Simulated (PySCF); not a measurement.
PySCF input (CCSD(T)/cc-pVDZ):

```python
from pyscf import gto, scf, mp, cc as ccmod

mol = gto.M(
    atom='''
    Cl   -0.00000000   -0.00000000   -0.47382943
    O     0.00000000    0.00000000    1.00688754
    ''',
    basis='cc-pvdz',
    charge=1,
    spin=2,
    symmetry='C2v',
    verbose=4,
)

mf = scf.UHF(mol)
mf.conv_tol = 1e-10
mf.max_cycle = 100
mf.kernel()
mp2 = mp.MP2(mf, frozen=6).run()
cc = ccmod.CCSD(mf, frozen=6)
cc.max_cycle = 100
cc.kernel()
et = cc.ccsd_t()
print(f'E(CCSD(T)) = {cc.e_tot + et:.9f}')
```

End of the output:

```
Extra cycle  E= -533.870520459071  delta_E= -9.09e-13  |g|= 3.17e-07  |ddm|= 8.43e-07
converged SCF energy = -533.870520459071  <S^2> = 2.0388702  2S+1 = 3.0258025

******** <class 'pyscf.mp.ump2.UMP2'> ********
nocc = (np.int64(7), np.int64(5)), nmo = (26, 26)
frozen orbitals 6
E(UMP2) = -534.156666485621  E_corr = -0.286146026549739
E(SCS-UMP2) = -534.140913877366  E_corr = -0.270393418295022
E_corr(same-spin) = -0.0842097848823057
E_corr(oppo-spin) = -0.201936241667434

******** <class 'pyscf.cc.uccsd.UCCSD'> ********
CC2 = 0
CCSD nocc = (np.int64(7), np.int64(5)), nmo = (26, 26)
frozen orbitals 6
max_cycle = 100
direct = 0
conv_tol = 1e-07
conv_tol_normt = 1e-06
diis_space = 6
diis_start_cycle = 0
diis_start_energy_diff = 1e+09
Init t2, MP2 energy = -0.286146026086298
Init E_corr(UCCSD) = -0.286146026086373
cycle = 1  E_corr(UCCSD) = -0.291922287684852  dE = -0.0057762616  norm(t1,t2) = 0.104963
cycle = 2  E_corr(UCCSD) = -0.304944159525368  dE = -0.0130218718  norm(t1,t2) = 0.0373293
cycle = 3  E_corr(UCCSD) = -0.305943573559339  dE = -0.000999414034  norm(t1,t2) = 0.0306026
cycle = 4  E_corr(UCCSD) = -0.311455187410557  dE = -0.00551161385  norm(t1,t2) = 0.0195081
cycle = 5  E_corr(UCCSD) = -0.31104429235491  dE = 0.000410895056  norm(t1,t2) = 0.00414888
cycle = 6  E_corr(UCCSD) = -0.310957245232076  dE = 8.70471228e-05  norm(t1,t2) = 0.000895128
cycle = 7  E_corr(UCCSD) = -0.310999366777672  dE = -4.21215456e-05  norm(t1,t2) = 0.000251867
cycle = 8  E_corr(UCCSD) = -0.310984403473207  dE = 1.49633045e-05  norm(t1,t2) = 7.60938e-05
cycle = 9  E_corr(UCCSD) = -0.310984774686762  dE = -3.71213555e-07  norm(t1,t2) = 2.92414e-05
cycle = 10  E_corr(UCCSD) = -0.310983878187041  dE = 8.9649972e-07  norm(t1,t2) = 9.67702e-06
cycle = 11  E_corr(UCCSD) = -0.31098384129868  dE = 3.68883611e-08  norm(t1,t2) = 4.08837e-06
cycle = 12  E_corr(UCCSD) = -0.310983743001074  dE = 9.82976067e-08  norm(t1,t2) = 1.41444e-06
cycle = 13  E_corr(UCCSD) = -0.310983761002983  dE = -1.80019095e-08  norm(t1,t2) = 5.27357e-07
UCCSD converged
E(UCCSD) = -534.1815042200743  E_corr = -0.3109837610029831
UCCSD(T) correction = -0.0104848914166283
E(CCSD(T)) = -534.191989111
```
